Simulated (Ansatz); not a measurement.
**LO phonon frequency at X of rock-salt LiCl at several levels of theory**

No measured value is used here.

```tsv
level (code)	value (cm⁻¹)	cell (Å³/atom)
LDA (Ansatz)	[?]	15.29
PBE (Ansatz)	209	17.08
r²SCAN (Ansatz)	234	16.70
```

Q: Complete the blanks.

A: 
- LDA (Ansatz, a quantum-chemistry and plane-wave program), value (cm⁻¹): 265

Each level is taken at its own relaxed cell. Cutoffs differ between the levels. Ansatz's density-functional and Hartree–Fock values are scalar-relativistic unless marked +SOC, with PAW data made under PBE.
